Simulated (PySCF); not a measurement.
Choosing a molecule for a target property.

All species are isolated and taken at one optimised geometry, non-relativistic unless stated. Electronic properties by PySCF.

The conformers computed, where there is a choice (atom-mapped SMILES and torsion angles):
- `[F:1][c:2]1[cH:3][n:4][cH:5][n:6]1[SiH2:7][NH:8][SiH3:9]`: C5–N6–Si7–N8 99°, N6–Si7–N8–Si9 17°
- `[CH2:1]=[CH:2]/[C:3](=[C:4](/[CH3:5])[F:6])[C:7]([F:8])([F:9])[F:10]`: C1–C2–C3–C4 180°, C2–C3–C7–F8 -60°

Question: Wanted: HOMO–LUMO gap below 6 eV (PBE0/pcSseg-1) and dipole moment below 0.2 D (PBE0/pcSseg-1), at GFN2-xTB geometries. Which candidate meets both?
A. `C#CC=C`
B. `C=C/C(=C(/C)F)C(F)(F)F`
C. `C1=CC=C1`
D. `Fc1cncn1[SiH2]N[SiH3]`

Answer: C. Computed values:
```csv
species,HOMO–LUMO gap,dipole moment
C1=CC=C1,3.93 eV,0.00 D
C=C/C(=C(/C)F)C(F)(F)F,5.81 eV,1.64 D
C#CC=C,6.29 eV,0.43 D
Fc1cncn1[SiH2]N[SiH3],6.62 eV,3.90 D
```
